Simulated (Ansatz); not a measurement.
A made-up structure of HS$_{2}$O, doublet:

```xyz
4
angstrom
O -0.9599 0.3814 -0.4641
S -0.3530 -0.7635 0.5468
S 1.5357 -0.5458 0.6919
H -0.8857 -1.6320 1.4477
```

It is relaxed with PBE-D4/def2-SVP and then PBE0-D4/def2-TZVP (Ansatz 0.2.0). Atoms count as bonded within 1.22 times the sum of their covalent radii (H–H: 0.88 Å). The end point is not checked to be a true minimum.

Does its bonding change? (Judge from chemistry; the calculation decides.)

By the calculation: No: no bond forms or breaks.

Where it ends: The first stage lowers the energy by 1.36 eV in 8 steps. It ends as HS₂O ([O][SH][S]):
O1  (-1.097, 0.249, -0.234)
S2  (-0.258, -0.841, 0.263)
S3  (1.565, -0.610, 0.823)
H4  (-0.873, -1.358, 1.371)
(Å)

Labels in which every atom is bracketed show which atoms are joined, not bond orders.

For scale, one of the runs: PBE0-D4/def2-TZVP relaxation, 111 basis functions, launched by `ansatz run in.yaml --threads 2 --pin off --events-out ev --progress --plain --max-ram 4352MiB`. The run took about 15 s on 2 CPU threads of an Arm Neoverse V2 (shared host).
